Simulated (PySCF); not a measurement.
# C3H7NO (N-Methylacetamide): the cost of one run

The runs use PySCF 2.14.0, with density-fitted response routines of our own; the level of theory stands in each step. All values are computed, except where a source is named. Atoms count from 0, in the outputs and in this text.

## 1. The molecule as given

12 atoms, charge 0, multiplicity 1; geometry from: MMFF94s. The atoms were then displaced at random by about 0.03 Å, so the start is not that level's minimum.

Bonds of the start (Å): C0–N1 1.50, N1–C2 1.41, C2–C3 1.36, C2–O4 1.22, C0–H5 1.17, C0–H6 1.10, C0–H7 1.02, N1–H8 0.96, C3–H9 1.19, C3–H10 1.12, C3–H11 1.09.

## 2. Relaxing the molecule at PBE0-D3(BJ)/def2-SVP

What the job is given:

```
{"job": {"xc": "PBE0", "basis": "def2-SVP", "d3": "d3bj", "grid": 1, "shake": 0.03, "kind": "geom"}, "charge": 0, "multiplicity": 1}
C      1.943660     0.048810     0.158990
N      0.523110    -0.352130    -0.097490
C     -0.607340     0.426610     0.222200
C     -1.769830    -0.193070    -0.097530
O     -0.469030     1.528440     0.719270
H      2.060190     1.019440    -0.481940
H      2.024540     0.387320     1.201210
H      2.627690    -0.656320    -0.128870
H      0.395170    -1.222450    -0.472500
H     -2.645720     0.173960     0.621710
H     -1.847720    -1.295910     0.047150
H     -2.119250     0.052540    -1.097060
```

On the command line:

```
$ OMP_NUM_THREADS=1 python probes_run.py task.json out
```

The driver reads the jobs from task.json and runs them one after another.

Q: Estimate the wall time and peak memory of this first job on 1 thread of Arm Neoverse V1, shared host.

About 73 s, with a peak of 0.41 GiB.
